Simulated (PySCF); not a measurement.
Al(Cl)3 anion (AlCl3), SMILES [Cl][Al]([Cl])[Cl] (connectivity only; charge and spin as stated), charge -1, multiplicity 2.

Coordinates come from a PBE-D3(BJ)/def2-SVPD optimisation. The spin state was assumed, not searched. The isomer is the one that the SMILES or the coordinates give; other isomers of the formula were not compared.

Level of theory: PBE-D3(BJ)/def2-SVPD (PySCF 2.14.0).

Frequencies are harmonic and unscaled.

Modes within 1.5 cm⁻¹ of each other (mostly degenerate sets) share a row, with their intensities summed.

```tsv
mode	ν (cm⁻¹)	IR (km/mol)	moving atoms (share of kinetic energy)
1–2	113	0.4	Cl 90 %, Al 10 %
3	171	2.2	Cl 68 %, Al 32 %
4	354	33.6	Cl 52 %, Al 48 %
5–6	423	275.7	Al 65 %, Cl 35 %
```
